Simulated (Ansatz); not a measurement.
Geometry optimisation, RKS r2SCAN/6-31G (Ansatz).

The input (input.yaml):

```yaml
crystal:
  periodic: [false, false, false]
  atoms:
    - { symbol: F, position_ang: [-1.3809, -0.3077, 1.1623] }
    - { symbol: C, position_ang: [-0.4321, 0.3429, 0.4759] }
    - { symbol: C, position_ang: [0.8425, -0.3776, 0.6535] }
    - { symbol: "N", position_ang: [1.1385, -0.6286, -0.5751] }
    - { symbol: C, position_ang: [-0.2122, -0.035, -0.9979] }
    - { symbol: H, position_ang: [-0.353, 1.432, 0.6909] }
    - { symbol: H, position_ang: [1.4538, -0.5638, 1.5989] }
    - { symbol: H, position_ang: [-0.0499, 0.8282, -1.6772] }
    - { symbol: H, position_ang: [-0.9182, -0.7366, -1.3484] }
basis:
  gaussian: { orbitals: "6-31G" }
hamiltonian:
  xc: r2scan
relax:
  f_tol: 0.02
  max_steps: 50
```

Launched with:

```bash
$ ansatz run input.yaml --threads 1 --pin off --max-ram 2048MiB --backend cpu --events-out ev --progress --plain --runs-dir out
```

Q: Where does it end, and by what steps?

A: The forces met the threshold. Limits of this set-up: no polarisation functions. After 8 steps the energy has fallen by 0.479 eV; F1 moved furthest, 0.22 Å.

```
step  energy less start (eV)  largest force component (eV/Å)  accepted
   0                  0.0000                           3.494       yes
   1                 -0.4019                           1.101       yes
   2                 -0.4641                           0.431       yes
   3                 -0.4764                           0.233       yes
   4                 -0.4781                           0.057       yes
   5                 -0.4789                           0.058       yes
   6                 -0.4790                           0.071       yes
   7                 -0.4793                           0.022       yes
   8                 -0.4794                           0.009       yes
```

```xyz
9
Properties=species:S:1:pos:R:3
F -1.566 -0.198 1.138
C -0.405 0.351 0.511
C 0.906 -0.381 0.686
N 1.183 -0.593 -0.580
C -0.190 -0.011 -0.993
H -0.385 1.422 0.745
H 1.526 -0.639 1.538
H -0.124 0.803 -1.718
H -0.858 -0.800 -1.344
```

The run took 36 s on 1 thread of Arm Neoverse V1, on a shared host, peak memory 0.14 GiB.
